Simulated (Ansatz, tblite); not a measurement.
Removing an electron: the cluster C3H4⁻ (the lowest doublet isomer of a short search). Total charge -1; doublet. Geometry: B3LYP-D4/def2-TZVPD. Ansatz, gas phase; energy differences of separate SCF runs; the oxidised species is a triplet (the singlet lies 0.44 eV higher at PBE0-D4/def2-TZVPD).

```xyz
7

C    -0.707   -0.443    1.252
C     0.968    0.183   -0.466
C    -0.342    0.001   -0.025
H     1.195    0.529   -1.471
H    -1.815   -0.490    1.307
H    -1.099    0.246   -0.798
H     1.800   -0.025    0.201
```

The xTB rows come from tblite. The structure comes from a short search, and lower isomers may exist.

(1) Estimate orbital energies and vertical ionisation energies at: GFN1-xTB; GFN2-xTB; PBE-D4/def2-TZVPD; r2SCAN-D4/def2-TZVPD; PBE0-D4/def2-TZVPD.

Results:

(1) 
```tsv
level	−HOMO (eV)	vertical IE (eV)	−LUMO (eV)	HOMO–LUMO gap (eV)	remarks
GFN1-xTB	–	6.63	–	–	–
GFN2-xTB	–	5.66	–	–	–
PBE-D4/def2-TZVPD	-1.76	1.22	-2.75	0.99	HOMO above zero (-1 doublet)
r2SCAN-D4/def2-TZVPD	-1.67	1.00	-3.34	1.66	HOMO above zero (-1 doublet)
PBE0-D4/def2-TZVPD	-0.72	1.08	-3.91	3.18	HOMO above zero (-1 doublet)
```

  A HOMO above zero means that the electron is unbound at that level or that self-interaction error raises the level; the energy of removing that electron tells which. HOMO and LUMO are the levels of the spin that leaves or enters (xTB has no such levels and no spin-polarisation term). Other spin states of the ions may lie lower, which would lower the ionisation energy or raise the affinity. Raw xTB energy differences between charge states are shifted by several eV; the methods need an empirical correction for them.
